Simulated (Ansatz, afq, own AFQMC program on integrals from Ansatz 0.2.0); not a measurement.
# Where AFQMC and coupled cluster stand for N, quartet

A free N atom.

Basis aug-cc-pVTZ. Noble-gas cores (and the filled d shells of Ga–Kr and In–Xe) are frozen. Integrals, coupled cluster, full CI and functionals: Ansatz 0.2.0; the random walks run on the same integrals in our own AFQMC program. The CISD trial takes its coefficients from CCSD amplitudes. Released means that phaseless walkers are propagated on without the constraint, phases kept. Free projection: walkers drawn from exp(T), propagated without any constraint. Its projection time is finite, and what remains of the start isn't in its error. Uncertainties: one standard error, sampling alone.

Determinant: UHF, the one that the program's search chose, which needn't be the lowest solution.

Full CI on the same integrals is exact in this basis and with this determinant's frozen core.

- T1 diagnostic: 0.0070
- weight of the determinant in the CISD state: 0.963
- ⟨S²⟩ of the determinant: 3.758
- size of the correlated space: 5 electrons in 45 orbitals

| level | correlation energy (eV) |
| --- | --- |
| MP2 | -2.6527 |
| CCSD | -3.0805 |
| CCSD(T) | -3.1500 |

(1) Estimate where AFQMC with the constraint released lies against CCSD(T) on the same integrals.

(1) 0.41 ± 0.02 mEh below CCSD(T).

Reference: full CI, correlation energy -3.161 eV. The released energy is read at 1.50 1/Eh (meV from the phaseless value at times in 1/Eh: -0.5 ± 0.6 at 0.24, -0.8 ± 0.5 at 0.50, -0.8 ± 0.5 at 1.00, 0.1 ± 0.5 at 1.50).

```csv
level,E − E(reference) (mEh),share of correlation (%)
CCSD(T),0.42,99.64
CCSDT,0.05,99.96
CCSDT(Q),0.00,100.00
ph-AFQMC/HF,0.77 ± 0.41,99.34
ph-AFQMC/CISD,0.01 ± 0.03,99.99
released AFQMC,0.01 ± 0.02,99.99
free AFQMC,-0.04 ± 0.03,100.03
```

CCSDT and higher add their correlation energy to the determinant of the CCSD(T) run, since their own runs factorise the integrals more tightly (a shift of under 2 meV). Free projections are given only where their last times agree within the noise and don't stop above the reference; a slow remainder of the start can still hide under it. A walk keeps the symmetry of its determinant, which the program's search chose and which needn't be the lowest solution, so a lower state of the same spin and another symmetry isn't excluded. Released energies are given only where the last usable release times agree within the noise; a slower fall can still hide under it.
